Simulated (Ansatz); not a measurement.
A run of Ansatz (development build ahead of 0.2.0) on singlet BH₃ at this shape:

```yaml
atoms:
  - { symbol: B, position_ang: [-0.0278, -0.0089, 0.0309] }
  - { symbol: H, position_ang: [1.0347, 0.0165, -0.0381] }
  - { symbol: H, position_ang: [-0.4854, 0.8730, -0.0288] }
  - { symbol: H, position_ang: [-0.5154, -0.8528, -0.0235] }
```

Its results:

- Converged: yes
- Total energy: -26.31140 hartree
- Spin squared of the determinant: 0.000

Problem. Which input gives this output? Name the method, the orbitals and the basis set, and write the input.

Solution. RHF in 6-31G. An unrestricted run that stays on the closed shell gives the same numbers.

```yaml
crystal:
  periodic: [false, false, false]
  atoms:
    - { symbol: B, position_ang: [-0.02779, -0.00895, 0.03089] }
    - { symbol: H, position_ang: [1.03465, 0.01654, -0.03808] }
    - { symbol: H, position_ang: [-0.48545, 0.87296, -0.02879] }
    - { symbol: H, position_ang: [-0.51543, -0.85282, -0.02346] }
basis:
  gaussian: { orbitals: "6-31G" }
hamiltonian:
  xc: hf
```

Caution: no unrestricted run beside it, a lower state can exist.
